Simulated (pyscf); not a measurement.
Thermochemistry of product channels of H₃C–CH₂–O–SiH₃ + OH• on the doublet surface, in eV, from ωB97M-D3(BJ)/def2-TZVP energies (ideal gas, 1 atm, RRHO with modes under 100 cm⁻¹ raised to 100, one conformer, R ln 2 for chiral ones without a mode under 150 cm⁻¹). Optimised with ωB97X-D3(BJ)/def2-SVP in PySCF.

```csv
products,ΔE,ΔH(298 K),ΔG(900 K),ΔG(1200 K)
H₃C–CH₂–O–SiH•–OH + H₂,-1.93,-1.95,-1.83,-1.81
H₃C–CH₃ + •O–SiH₂–OH,-2.02,-1.96,-2.09,-2.12
```

These are energies of the channels, which say nothing of barriers. H₃C–CH₂–O–SiH₃ lies 0.79 eV over its isomer H₃C–CH₂–SiH₂–OH (electronic energy, ωB97M-D3(BJ)/def2-TZVP). H₃C–CH₂–O–SiH•–OH lies 0.54 eV over its isomer H₃C–Si(CH₃)(O•)–OH (electronic energy, ωB97M-D3(BJ)/def2-TZVP). Left out: orbital degeneracy and the spin-orbit lowering of OH.
